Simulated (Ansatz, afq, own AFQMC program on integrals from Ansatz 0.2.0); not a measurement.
AFQMC on a folder of integrals that Ansatz 0.2.0 wrote.

```yaml
crystal:
  periodic: [false, false, false]
  atoms:
    - {symbol: B, position_ang: [-0.204164, -0.002490, 0.000044]}
    - {symbol: H, position_ang: [3.791538, 0.046247, -0.000820]}
    - {symbol: H, position_ang: [-0.813459, 1.023722, -0.002793]}
    - {symbol: H, position_ang: [-0.788246, -1.043259, 0.003139]}
basis:
  gaussian: {orbitals: cc-pVDZ}
magnetization: {spin_polarized: true, initial_magnetization: 0}
correlation: {method: ccsd_t, electrons: outside_noble_gas, hamiltonian_folder: ham}
```

```sh
$ ansatz run in.yaml --threads 1 --pin off --events-out ev --progress --plain --max-ram 16896MiB --backend cuda --devices 0, --max-vram 18GiB
```

afq runs on the folder ham with

```
--method phaseless --trial cisd --walkers 4000 --populations 20 --least-time 60 --time-step 0.005 --steps-per-block 50 --equilibration-blocks 40 --max-blocks 4000 --target-error 0.00029 --factor-cut 1e-05 --start spin_pure --seed 2465 --release-times 0.24,0.51,0.99,1.62,2.4 --release-step 0.03 --release-every 3 --taylor-order 6
```

Times are imaginary, in 1/Eh. The walk had a cap of 122 s. With eight or more populations the least sampling time is a fifth of least-time, and the error comes from their spread.

```
orbitals 28  electrons 3 3  factors 187 of 262
reference energy -26.25145655 Eh
CCSD correlation -0.08617762 Eh in 15 cycles, weight of the determinant in the CISD state 0.9526
energy of the start -26.336021 Eh
 block  time / (1/Eh)  mean weight  energy / Eh
     1     0.250  1.0000  -26.336665
     2     0.500  1.0002  -26.337383
     3     0.750  0.9998  -26.338042
     4     1.000  1.0001  -26.338431
     5     1.250  0.9998  -26.338794
    10     2.500  1.0000  -26.339349
    19     4.750  0.9999  -26.339634
    25     6.250  0.9999  -26.339832
    29     7.250  1.0000  -26.339488
    39     9.750  0.9999  -26.339703
    49    12.250  0.9999  -26.339713
    59    14.750  0.9999  -26.339490
    69    17.250  0.9997  -26.339458
    73    18.250  1.0000  -26.339317
    79    19.750  1.0000  -26.339403
    89    22.250  1.0001  -26.339575
error from the spread of 20 populations
released: time / (1/Eh)  energy / Eh  error  mean overlap
  0.24  -26.339577  0.000024  1.0000
  0.51  -26.339628  0.000019  0.9994
  0.99  -26.339672  0.000026  0.9980
  1.62  -26.339708  0.000022  0.9930
  2.40  -26.339709  0.000024  0.9900
energy -26.339561 +/- 0.000031 Eh
(rows thinned)
```

(1) Estimate how long the walk took on 1 × NVIDIA H100 80GB HBM3 with 2 threads of AMD EPYC 7R13 Processor (Zen 3), with other jobs on the host (the card was shared).

The run passed its tests (sampling time, drift between the halves within three errors, error under three times the target), which doesn't prove that it has relaxed.

Against this walk (error 0.9 meV) on the same determinant: CCSD(T) 20.4 meV higher, CCSDT(Q) 1.9 meV higher, CCSDTQ 2.5 meV lower, full CI 2.6 meV lower. The error is statistical and leaves out the bias of the constraint. The determinant has ⟨S²⟩ = 1.00, so the low cluster orders mix in higher spin, while the walk starts as a pure singlet. Released to 2.40 1/Eh the energy lies 4.0 ± 1.1 meV (both errors) below the phaseless value, which shows part or all of the bias of the constraint, and full CI lies 1.4 meV above the released value. The determinant is a poor start (see the cautions), so the low cluster orders aren't to be relied on, and full CI is the sure value.

Cautions: constraint bias not in the error; unrestricted determinant spin contaminated (⟨S²⟩ 1.00 against 0.00); the CCSDTQ amplitudes may be one of several solutions (largest double 0.85); the next higher spin lies close (full CI puts it 26 meV above).

Answers

(1) 22 s of wall time.

CCSDT and higher add their correlation energy to the determinant of the CCSD(T) run, since their own runs factorise the integrals more tightly (a shift of under 2 meV). A walk keeps the symmetry of its determinant, which the program's search chose and which needn't be the lowest solution, so a lower state of the same spin and another symmetry isn't excluded.
